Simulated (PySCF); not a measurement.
Compound: AlH6N.
Cartesian coordinates in Å at the PBE0-D3(BJ)/def2-SVP level; atoms count from 1:
```xyz
8
AlH6N angstrom
N     -0.984   -0.115    0.017
Al     1.076    0.137   -0.029
H     -1.435    0.506    0.690
H     -1.227   -1.073    0.275
H     -1.401    0.068   -0.897
H      1.145    1.659   -0.541
H      1.440   -1.021   -1.083
H      1.404   -0.143    1.519
```

Level of theory: PBE0-D3(BJ)/def2-SVP geometry optimisation, gas phase in PySCF 2.14.0.

(1) Which atoms are bound to Al2, and at what distances?

(2) List the angles at Al2.

(3) What is the shape at Al2?

(4) What are the other bond lengths?

## Answers

(1) 4 atoms: H6 1.607 Å, H8 1.607 Å, H7 1.608 Å, N1 2.075 Å. The nearest atom not counted as bound is H4, at 2.62 Å (others tie with it).

(2) 
```tsv
angle	degrees	distance of the outer atoms (Å)
H6–Al2–H7	117.7	2.75
H6–Al2–H8	117.6	2.75
H7–Al2–H8	117.3	2.75
N1–Al2–H6	99.5	2.83
N1–Al2–H8	99.2	2.82
N1–Al2–H7	98.7	2.81
```

(3) Distorted tetrahedral: angles from 98.7° to 117.7°; τ4 = (360° − α − β)/141° = 0.88 with α and β the two widest (0 for a square, 1 for a tetrahedron).

(4) N1–H3, N1–H4, N1–H5 1.021 Å.

Point group: near C3v, missed by 0.08 Å at most; the miss may be what the optimiser left on a soft mode (C3 holds within 0.08 Å). Charge 0, singlet. Whether it is a minimum is left open (no frequencies).
